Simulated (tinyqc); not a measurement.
Worked calculation: CIS on RHF in the sto-3g basis, frozen core, for OH-, spin multiplicity 1. The basis has no diffuse functions, so it cannot describe the extra electron: this is an exercise in the method, not the real anion. Computed by tinyqc, a small Python program that keeps every step (integrals from PySCF). Settings: charge = -1, multiplicity = 1, basis = sto-3g, method = RHF, frozen orbitals = 1, energy threshold = 1e-10, iteration cap = 85, orthogonalisation = symmetric, start = Wolfsberg-Helmholz matrix, DIIS depth = 6. Command: `OMP_NUM_THREADS=1 python tinyqc.py 30850 30851 out.jsonl` (the two numbers bound the seeds that draw the settings). One thread of a shared host (Intel(R) Xeon(R) Processor @ 2.60GHz), about 0.06 s of CPU time with the checks. The early iterations of the SCF are left out here.

## One-electron integrals

Geometry (angstrom):
```
atom        x        y        z
O     0.00000  0.00000  0.00000
H     0.00000  0.00000  0.90900
```

Basis sto-3g: exponents (1/bohr^2) and contraction coefficients of normalised primitives:
```
element  l (shell)   exponent  coefficient
O            s (1)  130.70932      0.15433
O            s (1)   23.80886      0.53533
O            s (1)    6.44361      0.44463
O            s (2)    5.03315     -0.09997
O            s (2)    1.16960      0.39951
O            s (2)    0.38039      0.70012
O            p (3)    5.03315      0.15592
O            p (3)    1.16960      0.60768
O            p (3)    0.38039      0.39196
H            s (1)    3.42525      0.15433
H            s (1)    0.62391      0.53533
H            s (1)    0.16886      0.44463
```

Overlap, kinetic and nuclear-attraction integrals over the contracted functions; the nuclear repulsion is the sum of Za Zb / Rab.

nuclear repulsion = 4.6572252 hartree

overlap S:
```
          1O 1s    1O 2s   1O 2px   1O 2py   1O 2pz    2H 1s
1O 1s   1.00000  0.23670  0.00000  0.00000  0.00000  0.06049
1O 2s   0.23670  1.00000  0.00000  0.00000  0.00000  0.50694
1O 2px  0.00000  0.00000  1.00000  0.00000  0.00000  0.00000
1O 2py  0.00000  0.00000  0.00000  1.00000  0.00000  0.00000
1O 2pz  0.00000  0.00000  0.00000  0.00000  1.00000  0.40963
2H 1s   0.06049  0.50694  0.00000  0.00000  0.40963  1.00000
```

kinetic energy T (hartree):
```
           1O 1s     1O 2s   1O 2px   1O 2py   1O 2pz    2H 1s
1O 1s   29.00320  -0.16801  0.00000  0.00000  0.00000  0.00139
1O 2s   -0.16801   0.80813  0.00000  0.00000  0.00000  0.15308
1O 2px   0.00000   0.00000  2.52873  0.00000  0.00000  0.00000
1O 2py   0.00000   0.00000  0.00000  2.52873  0.00000  0.00000
1O 2pz   0.00000   0.00000  0.00000  0.00000  2.52873  0.32269
2H 1s    0.00139   0.15308  0.00000  0.00000  0.32269  0.76003
```

nuclear attraction V (hartree):
```
            1O 1s     1O 2s    1O 2px    1O 2py    1O 2pz     2H 1s
1O 1s   -61.20061  -7.32088   0.00000   0.00000  -0.01721  -1.93040
1O 2s    -7.32088  -9.62367   0.00000   0.00000  -0.19844  -3.97024
1O 2px    0.00000   0.00000  -9.50429   0.00000   0.00000   0.00000
1O 2py    0.00000   0.00000   0.00000  -9.50429   0.00000   0.00000
1O 2pz   -0.01721  -0.19844   0.00000   0.00000  -9.64413  -2.92836
2H 1s    -1.93040  -3.97024   0.00000   0.00000  -2.92836  -5.67928
```

core Hamiltonian H = T + V (hartree):
```
            1O 1s     1O 2s    1O 2px    1O 2py    1O 2pz     2H 1s
1O 1s   -32.19741  -7.48889   0.00000   0.00000  -0.01721  -1.92901
1O 2s    -7.48889  -8.81555   0.00000   0.00000  -0.19844  -3.81715
1O 2px    0.00000   0.00000  -6.97556   0.00000   0.00000   0.00000
1O 2py    0.00000   0.00000   0.00000  -6.97556   0.00000   0.00000
1O 2pz   -0.01721  -0.19844   0.00000   0.00000  -7.11539  -2.60568
2H 1s    -1.92901  -3.81715   0.00000   0.00000  -2.60568  -4.91924
```

## Two-electron integrals

Functions are numbered as in S; the eight-fold symmetry (ij|kl) = (ji|kl) = (kl|ij) leaves the list below.

Two-electron integrals (ij|kl) in chemists' order, unique and non-zero (hartree):
```
(11|11) 4.78507   (21|11) 0.74138   (21|21) 0.13687   (22|11) 1.11895
(22|21) 0.25663   (22|22) 0.81721   (31|31) 0.02448   (32|31) 0.03781
(32|32) 0.18052   (33|11) 1.11581   (33|21) 0.25668   (33|22) 0.81702
(33|33) 0.88016   (41|41) 0.02448   (42|41) 0.03781   (42|42) 0.18052
(43|43) 0.04744   (44|11) 1.11581   (44|21) 0.25668   (44|22) 0.81702
(44|33) 0.78527   (44|44) 0.88016   (51|51) 0.02448   (52|51) 0.03781
(52|52) 0.18052   (53|53) 0.04744   (54|54) 0.04744   (55|11) 1.11581
(55|21) 0.25668   (55|22) 0.81702   (55|33) 0.78527   (55|44) 0.78527
(55|55) 0.88016   (61|11) 0.19281   (61|21) 0.03526   (61|22) 0.06558
(61|33) 0.06546   (61|44) 0.06546   (61|51) 0.00161   (61|52) 0.00300
(61|55) 0.06583   (61|61) 0.00920   (62|11) 0.43821   (62|21) 0.10163
(62|22) 0.35472   (62|33) 0.34897   (62|44) 0.34897   (62|51) 0.00755
(62|52) 0.05608   (62|55) 0.36589   (62|61) 0.02663   (62|62) 0.18572
(63|31) 0.01100   (63|32) 0.06269   (63|53) 0.01185   (63|63) 0.02747
(64|41) 0.01100   (64|42) 0.06269   (64|54) 0.01185   (64|64) 0.02747
(65|11) 0.30206   (65|21) 0.07101   (65|22) 0.26479   (65|33) 0.25260
(65|44) 0.25260   (65|51) 0.01567   (65|52) 0.10276   (65|55) 0.28889
(65|61) 0.01948   (65|62) 0.16842   (65|65) 0.17859   (66|11) 0.55563
(66|21) 0.13095   (66|22) 0.52091   (66|33) 0.49967   (66|44) 0.49967
(66|51) 0.01338   (66|52) 0.13367   (66|55) 0.56276   (66|61) 0.03467
(66|62) 0.33307   (66|65) 0.34535   (66|66) 0.77461
```

## Orthogonalisation

S = U s U^T; symmetric (Loewdin) form X = U s^(-1/2) U^T, so that X^T S X = 1.

eigenvalues of S: 0.33568  0.84019  1.00000  1.00000  1.12703  1.69711

X:
```
           1O 1s     1O 2s   1O 2px   1O 2py    1O 2pz     2H 1s
1O 1s    1.02329  -0.13570  0.00000  0.00000  -0.01027   0.02566
1O 2s   -0.13570   1.17111  0.00000  0.00000   0.11822  -0.36338
1O 2px   0.00000   0.00000  1.00000  0.00000   0.00000   0.00000
1O 2py   0.00000   0.00000  0.00000  1.00000   0.00000   0.00000
1O 2pz  -0.01027   0.11822  0.00000  0.00000   1.09368  -0.28883
2H 1s    0.02566  -0.36338  0.00000  0.00000  -0.28883   1.23846
```

## Iteration 6 (converged): orbitals

converged F (hartree):
```
            1O 1s     1O 2s   1O 2px   1O 2py    1O 2pz     2H 1s
1O 1s   -19.34803  -4.96614  0.00000  0.00000  -0.02685  -1.28861
1O 2s    -4.96614  -1.77781  0.00000  0.00000  -0.08475  -0.79872
1O 2px    0.00000   0.00000  0.25976  0.00000   0.00000   0.00000
1O 2py    0.00000   0.00000  0.00000  0.25976   0.00000   0.00000
1O 2pz   -0.02685  -0.08475  0.00000  0.00000   0.38457  -0.32477
2H 1s    -1.28861  -0.79872  0.00000  0.00000  -0.32477  -0.20181
```

Diagonalise F' = X^T F X, C = X C', fill 5 alpha and 5 beta electrons from the bottom; D = 2 C_occ C_occ^T. Each column has its largest component positive (the first on a tie).

F' = X^T F X (hartree):
```
           1         2        3        4         5         6
1  -18.97511  -2.65500  0.00000  0.00000  -0.05869  -0.21841
2   -2.65500  -0.67936  0.00000  0.00000   0.17845  -0.57828
3    0.00000   0.00000  0.25976  0.00000   0.00000   0.00000
4    0.00000   0.00000  0.00000  0.25976   0.00000   0.00000
5   -0.05869   0.17845  0.00000  0.00000   0.65910  -0.60750
6   -0.21841  -0.57828  0.00000  0.00000  -0.60750   0.41962
```

orbital energies (hartree): MO1 -19.35718, MO2 -0.60643, MO3 0.07475, MO4 0.25976, MO5 0.25976, MO6 1.31310

coefficients C:
```
             MO1       MO2       MO3       MO4      MO5       MO6
1O 1s    0.99414  -0.23191  -0.12007   0.00000  0.00000   0.09898
1O 2s    0.02573   0.82328   0.63584   0.00000  0.00000  -0.67319
1O 2px   0.00000   0.00000   0.00000   0.89223  0.45159   0.00000
1O 2py   0.00000   0.00000   0.00000  -0.45159  0.89223   0.00000
1O 2pz   0.00446   0.08712  -0.56542   0.00000  0.00000  -0.98302
2H 1s   -0.00777   0.29853  -0.63545   0.00000  0.00000   1.12113
```

D after iteration 6:
```
           1O 1s     1O 2s   1O 2px   1O 2py    1O 2pz     2H 1s
1O 1s    2.11302  -0.48337  0.00000  0.00000   0.10423  -0.00132
1O 2s   -0.48337   2.16548  0.00000  0.00000  -0.57535  -0.31695
1O 2px   0.00000   0.00000  2.00000  0.00000   0.00000   0.00000
1O 2py   0.00000   0.00000  0.00000  2.00000   0.00000   0.00000
1O 2pz   0.10423  -0.57535  0.00000  0.00000   0.65463   0.77054
2H 1s   -0.00132  -0.31695  0.00000  0.00000   0.77054   0.98594
```

Within a degenerate level the vectors are fixed only up to a rotation; this is one choice.

## Convergence

Stop when the energy changes by less than 1e-10 hartree and every element of the error matrix X^T (F D S - S D F) X is below 3e-06.

Course of the cycle:
```
iteration  E (hartree)     change  largest element of the error matrix
1          -73.7386562          -                             5.11e-01
2          -74.0211957  -2.83e-01                             1.33e-01
3          -74.0419795  -2.08e-02                             1.50e-02
4          -74.0421418  -1.62e-04                             1.61e-03
5          -74.0421436  -1.81e-06                             1.05e-05
6          -74.0421436  -7.94e-11                             3.76e-07
```

PySCF RHF in the same basis = -74.0421436 hartree

Converged in 6 iterations.

## Integrals over molecular orbitals

(pq|rs) = sum C_ip C_jq C_kr C_ls (ij|kl), one index at a time.

one-electron integrals over orbitals h = C^T H C (hartree):
```
           1         2         3         4         5         6
1  -32.17923   0.57527   0.28789   0.00000   0.00000  -0.23775
2    0.57527  -7.11192  -0.66235   0.00000   0.00000   1.17515
3    0.28789  -0.66235  -6.08778   0.00000   0.00000  -1.27230
4    0.00000   0.00000   0.00000  -6.97556   0.00000   0.00000
5    0.00000   0.00000   0.00000   0.00000  -6.97556   0.00000
6   -0.23775   1.17515  -1.27230   0.00000   0.00000  -5.55359
```

Two-electron integrals over orbitals (pq|rs), unique and non-zero (hartree); the lowest 1 orbital is frozen and left out:
```
(22|22) 0.72929    (32|22) 0.00298    (32|32) 0.14964    (33|22) 0.65555
(33|32) 0.04724    (33|33) 0.69246    (42|42) 0.14195    (43|42) 0.05599
(43|43) 0.05336    (44|22) 0.74185    (44|32) 0.09642    (44|33) 0.66953
(44|44) 0.88016    (52|52) 0.14195    (53|52) 0.05599    (53|53) 0.05336
(54|54) 0.04744    (55|22) 0.74185    (55|32) 0.09642    (55|33) 0.66953
(55|44) 0.78527    (55|55) 0.88016    (62|22) -0.11687   (62|32) 0.00726
(62|33) -0.02115   (62|44) -0.13003   (62|55) -0.13003   (62|62) 0.11044
(63|22) 0.07522    (63|32) 0.11478    (63|33) 0.08172    (63|44) 0.13719
(63|55) 0.13719    (63|62) -0.04801   (63|63) 0.14635    (64|42) -0.04609
(64|43) 0.00390    (64|64) 0.03909    (65|52) -0.04609   (65|53) 0.00390
(65|65) 0.03909    (66|22) 0.69152    (66|32) -0.04436   (66|33) 0.64874
(66|44) 0.66487    (66|55) 0.66487    (66|62) -0.08801   (66|63) 0.02719
(66|66) 0.72745
```

## CIS matrix, singlets

A(ia,jb) = (e_a - e_i) d_ij d_ab + 2 (ia|jb) - (ij|ab).

CIS matrix A, singlet (hartree):
```
          2>6       3>6      4>6      5>6
2>6   1.44889  -0.05167  0.00000  0.00000
3>6  -0.05167   0.88231  0.00000  0.00000
4>6   0.00000   0.00000  0.46664  0.00000
5>6   0.00000   0.00000  0.00000  0.46664
```

## CIS singlet states

dipole integrals <i|r|a> (bohr):
```
            x         y         z
2>6   0.00000   0.00000   0.17541
3>6   0.00000   0.00000  -0.95679
4>6  -0.05488   0.02778   0.00000
5>6  -0.02778  -0.05488   0.00000
```

Diagonalise A (1 hartree = 27.211386 eV); each vector has its largest component positive (the first on a tie). The transition dipole is mu = sqrt2 sum c_ia <i|r|a>.

singlet excitation energies (eV): 12.69791  12.69791  23.88182  39.55347

lowest vectors:
```
     state 1   state 2  state 3   state 4
2>6  0.00000   0.00000  0.09008   0.99593
3>6  0.00000   0.00000  0.99593  -0.09008
4>6  0.48893   0.87233  0.00000   0.00000
5>6  0.87233  -0.48893  0.00000   0.00000
```

oscillator strengths 2/3 w |mu|^2: 0.00235  0.00235  1.02760  0.13191

Within a degenerate level the vectors are fixed only up to a rotation; this is one choice.

## CIS matrix, triplets

A(ia,jb) = (e_a - e_i) d_ij d_ab - (ij|ab).

CIS matrix A, triplet (hartree):
```
         2>6      3>6      4>6      5>6
2>6  1.22801  0.04436  0.00000  0.00000
3>6  0.04436  0.58961  0.00000  0.00000
4>6  0.00000  0.00000  0.38847  0.00000
5>6  0.00000  0.00000  0.00000  0.38847
```

## CIS triplet states

Diagonalise A (1 hartree = 27.211386 eV); each vector has its largest component positive (the first on a tie).

triplet excitation energies (eV): 10.57076  10.57076  15.96066  33.49943

lowest vectors:
```
     state 1   state 2   state 3  state 4
2>6  0.00000   0.00000  -0.06899  0.99762
3>6  0.00000   0.00000   0.99762  0.06899
4>6  0.56400   0.82577   0.00000  0.00000
5>6  0.82577  -0.56400   0.00000  0.00000
```

Within a degenerate level the vectors are fixed only up to a rotation; this is one choice.
